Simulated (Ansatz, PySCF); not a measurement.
Species: C2H7N, charge 0, singlet. C2H7N (ethanamine, SMILES CCN).
B3LYP-D3(BJ)/def2-TZVP minimum from Ansatz (a first-principles code):
```
C
H 1 1.0932
H 1 1.0932 2 106.13
N 1 1.4627 2 107.63 3 115.01
H 4 1.0142 1 110.48 2 64.07
H 4 1.0142 5 106.70 1 -120.14
C 1 1.5281 2 109.64 3 -118.33
H 7 1.0931 1 110.87 2 -62.07
H 7 1.0931 8 107.82 1 121.53
H 7 1.0933 8 107.89 9 116.28
```
Charge 0, spin multiplicity 1.

Quantity: enthalpy of formation at 298 K (by atomisation, with ideal-gas terms from PySCF's Hessian at B3LYP-D3(BJ)/def2-TZVP and the atoms' measured values of the G2/97 table; no spin-orbit terms), in kcal/mol. Open shells are spin-unrestricted; no spin-orbit coupling. CBS(X,Y): correlation extrapolated as X^-3, Hartree-Fock from the larger set. A bracket is a step between two methods taken in the basis named. The functionals are non-relativistic, so their misses hold any scalar relativity. Double hybrids freeze cores in their MP2 part. '+ core + X2C': CCSD(T) terms for core correlation (cc-pwCVTZ) and scalar relativity (cc-pVTZ-DK). Where a partner has so few electrons that a lower coupled-cluster level is exact, that level stands in.

Measured: -11.3 kcal/mol, -47.3 kJ/mol (G2/97 table in ASE (Curtiss et al.)); atomic spin-orbit terms, which the calculations lack, would raise the computed values.

Question: What does PBE/def2-TZVPD (Ansatz) give here, and how do the other levels compare?

Answer: PBE gives -23.2 kcal/mol, 11.9 kcal/mol below it. Errors of the others: PBE0/def2-TZVPD (Ansatz) 0.5; B2PLYP/def2-TZVPD (Ansatz) 10.8; CCSD(T)/CBS(cc-pVTZ,cc-pVQZ) + core + X2C (Ansatz) -1.1; CCSD(T)/CBS(cc-pVTZ,cc-pVQZ) + [CCSDT(Q) - CCSD(T)]/cc-pVDZ + core + X2C (Ansatz) -1.6 kcal/mol. Nearer than PBE: PBE0/def2-TZVPD, B2PLYP/def2-TZVPD, CCSD(T)/CBS(cc-pVTZ,cc-pVQZ) + core + X2C, CCSD(T)/CBS(cc-pVTZ,cc-pVQZ) + [CCSDT(Q) - CCSD(T)]/cc-pVDZ + core + X2C.
